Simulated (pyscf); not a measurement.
PySCF, gas phase, ωB97X-D3(BJ)/def2-SVP geometries.

### Question
For the elementary gas-phase step H₂Si=Se + H• → [HSi=Se]• + H₂ (doublet surface; H–Si broken, H–H formed), what barrier and reaction energy does ωB97M-D3(BJ)/def2-TZVP give, measured from the separated reactants?

### Answer
ΔE‡ = 3.7 kcal/mol, ΔE = -22.8 kcal/mol. Zero-point energy shifts the barrier by -0.4 kcal/mol. It is a hydrogen abstraction, with an imaginary mode of 862i cm⁻¹. This is the saddle that the search found; another between the same sides may lie lower. The angle at the transferred H is 178°. Elements up to Kr have no core potential and no relativistic terms here.
